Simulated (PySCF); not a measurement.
Gas-phase reaction: AlCH3 + C2H6 = AlH + C3H8

Method: PySCF energies (xtb for GFN2) plus ideal-gas RRHO corrections (1 bar). † marks an energy on the PBE0/def2-TZVP geometry and frequencies; other levels use their own. 6-31G* has spherical d functions here. All species are closed-shell singlets. B3LYP is the form with VWN-RPA correlation. AlCH3: computed as isolated molecules; such fragments, hydroxides, amides, oligomers or adducts are transient or little studied in the gas. The harmonic model lacks anharmonicity and excited electronic states, which grow with temperature; levels with a mode under 35 cm⁻¹ are left out. Internal rotation in C2H6, C3H8 is treated as a harmonic vibration of one conformer, which makes the entropy rough.

| level | ΔE electronic, kJ | ΔH°(298 K), kJ | ΔS°(298 K), J/K | ΔG°(600 K), kJ |
|---|---|---|---|---|
| B3LYP/6-31G* | 45 | 42 | -11 | 48 |
| BLYP/def2-TZVP† | 57 | 54 | -12 | 61 |
| GFN2-xTB | -26 | -27 | -14 | -18 |
| HF/6-31G* | 35 | 32 | -11 | 39 |
| PBE/def2-TZVP† | 57 | 54 | -12 | 61 |
| ωB97X-V/def2-TZVP† | 47 | 45 | -12 | 52 |
ΔH° is lowest at GFN2-xTB and highest at BLYP/def2-TZVP†. No reference value is set beside these.
